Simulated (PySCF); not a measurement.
Compound: dimethylphosphine, C2H7P.
SMILES: `CPC`

The closed-shell ground state was solved at several levels (PySCF, density fitting, gas phase, non-relativistic). Geometry: PBE0-D3(BJ)/def2-SVP; no solvent, vibrations or thermal averaging.

```
             level  basis functions  HOMO (eV)  LUMO (eV)  gap (eV)  dipole (D)
    B97-2/pcSseg-2              213      -6.49       0.38      6.87        1.31
        PBE0/6-31G               45      -6.51       1.79      8.30        1.65
  wB97X-D/pcSseg-2              213      -8.58       2.06     10.64        1.33
  LC-wPBE/pcSseg-2              213      -9.38       2.25     11.63        1.36
PBE0/6-311+G(2d,p)              131      -6.72       0.04      6.76        1.37
CAM-B3LYP/pcSseg-2              213      -8.05       1.10      9.15        1.27
       PBE0/STO-3G               26      -4.07       7.71     11.78        0.65
     PBE0/def2-SVP               81      -6.63       1.27      7.90        1.30
       PBE0/6-31G*               60      -6.57       1.60      8.17        1.47
BHandHLYP/pcSseg-2              213      -7.77       0.94      8.71        1.26
```

Task: What might PBE0/def2-TZVP (141 basis functions) give for the same quantities?

Result: HOMO -6.69 eV, LUMO 0.76 eV, gap 7.45 eV, dipole 1.31 D.

Task: Over all these levels, which gives the widest orbital gap and which the narrowest?

Result: PBE0/STO-3G has the widest, 11.78 eV, and PBE0/6-311+G(2d,p) the narrowest, 6.76 eV. The two share the functional. From the narrowest to the widest the HOMO moves by +2.65 eV and the LUMO by +7.67 eV.

Task: How much does the basis alone move the frontier levels among the 6 PBE0 rows (the withheld one included)?

Result: The HOMO by 2.65 eV and the LUMO by 7.67 eV. By rising basis size (HOMO, LUMO in eV): STO-3G -4.07, 7.71; 6-31G -6.51, 1.79; 6-31G* -6.57, 1.60; def2-SVP -6.63, 1.27; 6-311+G(2d,p) -6.72, 0.04; def2-TZVP -6.69, 0.76.

Task: How far do the dipole and the HOMO energy spread over the levels?

Result: The dipole runs from 0.65 to 1.65 D (mean 1.30 D) and the HOMO from -9.38 to -4.07 eV.
